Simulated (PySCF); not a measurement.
## Telling isomers of C$_{3}$H$_{3}$N apart by NMR

Calculated, not measured (PySCF 2.14.0 with density-fitted response routines): PBE0/pcSseg-1 with gauge-including orbitals, coordinates at the PBE0-D3(BJ)/def2-SVP level, J: B3LYP/pcJ-1. No solvent, single conformer, no relativistic terms, equivalent nuclei averaged.

Shifts are taken against calculated references (same method and geometry level): ¹H (σref 31.27) and ¹³C (σref 184.41) vs TMS. Multiplet labels drop J under 1 Hz and among equivalent protons, and merge close values. Unscaled 3J(H,H) run several per cent high. Shifts are as computed. Against solution values, carbons near 30 ppm lie about +2 ppm off and those near 130 ppm about +5 ppm. Of 1211 compounds with measured shifts, 218 miss one by over three times the rms of a fit or turn the order of signals round; such compounds aren't used in these exercises. OH and NH positions are gas-phase values without hydrogen bonding to other molecules.

(1) Tabulate the signals of `C=CC#N`, `[H]/N=C\C#C` and their relative energies.

(2) What is the quickest way to tell C=CC#N from [H]/N=C\C#C?

Results:

(1) 
```json
{"SMILES": "C=CC#N", "carbon types": "1×C 1×CH 1×CH2", "δC": "146.6, 121.8, 116.6", "δH": "6.43 (dd, 1H), 6.25 (dd, 1H), 5.63 (dd, 1H)", "E rel. (kcal/mol)": "0.0"}
{"SMILES": "[H]/N=C\\C#C", "carbon types": "1×C 2×CH", "δC": "158.7, 87.0, 81.9", "δH": "11.45 (br s, 1H), 7.65 (d, 1H), 3.15 (d, 1H)", "E rel. (kcal/mol)": "34.4"}
```

Energies are electronic energies at PBE0/pcSseg-1 on these geometries, without zero-point or thermal terms, each for the one conformer computed, which needn't be the lowest.

(2) Both give the same number of carbon signals, but DEPT or the intensities differ. The first has a terminal =CH2 carbon at 146.6 ppm, the second a C=N carbon (CH) at 158.7 ppm. In the proton spectra the most deshielded non-exchanging signals are 6.43 (dd, J = 19.8, 1.7 Hz, 1H) and 7.65 (d, J = 2.1 Hz, 1H).
